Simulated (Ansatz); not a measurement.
The cluster Si₂B. Total charge 0; quartet. Geometry PBE0-D4/def2-TZVP; atoms count from 1.

```tsv
atom	x (Å)	y (Å)	z (Å)
B1	-0.2270	-1.0609	0.1603
Si2	0.6949	0.2703	-0.9791
Si3	-0.4679	0.7906	0.8189
```

At PBE0-D4/def2-TZVP a doublet of charge 0 lies 0.88 eV below the quartet, each at its own geometry. The structure comes from a short search, and lower isomers may exist.

Estimate the Mulliken populations from the PBE0/def2-TZVP orbitals of Ansatz.


| atom | charge (e) | spin (α − β) |
| --- | --- | --- |
| B1 | -0.01 | 1.31 |
| Si2 | 0.01 | 0.85 |
| Si3 | 0.01 | 0.85 |
Mulliken values and Mayer orders depend strongly on the basis.

Where does the spin sit?

Summed by element: B 1.31, Si 1.69, of 3 unpaired in all. Largest on single atoms: B1 1.31, Si2 0.85, Si3 0.85.

And the Mayer bond orders between bonded heavy atoms (over 0.3)?

B1–Si2 1.20 (1.98 Å); B1–Si3 1.20 (1.98 Å); Si2–Si3 1.61 (2.20 Å).
